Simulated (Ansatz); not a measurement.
# What a trial cell of Ag relaxes into

Method: DFT PBEsol, scalar-relativistic, plane waves, PAW in Ansatz 0.2.0. Cutoff 420 eV, Γ-centred k mesh, Gaussian smearing, no spin polarisation in the final step.

Ag was placed on the alpha-boron structure type (R-3m, No. 166), at a guessed volume.

```xyz
12
Lattice="3.3484 1.9332 5.7103 -3.3484 1.9332 5.7103 0.0000 -3.8664 5.7103" Properties=species:S:1:pos:R:3 pbc="T T T"
Ag   -2.1544    1.2438    3.8487
Ag    0.0000   -2.4877    3.8487
Ag    2.1544    1.2438    3.8487
Ag    2.1544   -1.2438   13.2822
Ag   -2.1544   -1.2438   13.2822
Ag    0.0000    2.4877   13.2822
Ag   -1.3709    0.7915    6.1269
Ag    0.0000   -1.5830    6.1269
Ag    1.3709    0.7915    6.1269
Ag    1.3709   -0.7915   11.0040
Ag   -1.3709   -0.7915   11.0040
Ag    0.0000    1.5830   11.0040
```

Cell and atoms relax at zero pressure; the relaxation can't lower the symmetry of the start. After a coarse first stage the cell is made exact in the group found at 0.06 Å.

Energies count from the standard state of Ag at the same level.

Question: Describe the relaxed structure.

Answer: It keeps R-3m (No. 166), but not the shape of the type it started on. Conventional cell: a = 6.730 Å, c = 20.184 Å. Ag on Wyckoff site h (6 atoms of the primitive cell) has 6 Ag at 2.64–2.82 Å; Ag on Wyckoff site h (6 atoms of the primitive cell) has 7 Ag at 2.69–2.82 Å.

```cif
data_structure
_symmetry_space_group_name_H-M 'R-3m:H'
_symmetry_Int_Tables_number 166
_cell_length_a 6.7302
_cell_length_b 6.7302
_cell_length_c 20.1843
_cell_angle_alpha 90.000
_cell_angle_beta 90.000
_cell_angle_gamma 120.000
_cell_volume 791.76
loop_
_atom_site_label
_atom_site_type_symbol
_atom_site_symmetry_multiplicity
_atom_site_Wyckoff_symbol
_atom_site_fract_x
_atom_site_fract_y
_atom_site_fract_z
_atom_site_occupancy
Ag1 Ag 18 h 0.19808 0.80192 0.89610 1
Ag2 Ag 18 h 0.53202 0.46798 0.70238 1
```

Question: What are its volume, energy, density and gap?

Answer: The volume per atom is 21.99 Å³ and the density is 8.14 g/cm³. The energy over the standard structure is 0.53 eV/atom and the gap on the 9×9×9 mesh is 0 eV (a metal).

The final run used a 9×9×9 mesh on its 12-atom cell and 0.10 eV smearing. For metals, differences of a few meV/atom aren't resolved. Symmetry constrained the relaxation, so the result can be a saddle point. The steps took of the order of 60 core-minutes in all.